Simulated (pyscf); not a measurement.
Thermochemistry of product channels of GeH₃• + silane (SiH₄) on the doublet surface, in eV, from ωB97M-D3(BJ)/def2-TZVP energies (ideal gas, 1 atm, RRHO with modes under 100 cm⁻¹ raised to 100, one conformer, R ln 2 for rigid chiral ones). Single points on ωB97X-D3(BJ)/def2-SVP structures (PySCF, gas phase).

| products | ΔE | ΔH(298 K) | ΔG(298 K) | ΔG(900 K) |
|---|---|---|---|---|
| germane (GeH₄) + silyl (SiH₃•) | +0.35 | +0.34 | +0.34 | +0.34 |
| germane (GeH₄) + silylene (SiH₂) [singlet] + H atom (H•) | … | +3.24 | +2.92 | +2.21 |
| H₃Si–GeH₂• + hydrogen (H₂) | -0.02 | -0.06 | -0.06 | … |
| H₃Si–GeH₃ + H atom (H•) | +0.94 | +0.85 | +0.94 | +1.03 |
| germylene (GeH₂) [singlet] + hydrogen (H₂) + silyl (SiH₃•) | … | +2.06 | +1.64 | +0.76 |

Task: Fill in the missing entries.

Result: 
- germane (GeH₄) + silylene (SiH₂) [singlet] + H atom (H•), ΔE: +3.45
- H₃Si–GeH₂• + hydrogen (H₂), ΔG(900 K): -0.14
- germylene (GeH₂) [singlet] + hydrogen (H₂) + silyl (SiH₃•), ΔE: +2.22

These are energies of the channels, which say nothing of barriers. Elements up to Kr have no core potential and no relativistic terms here.
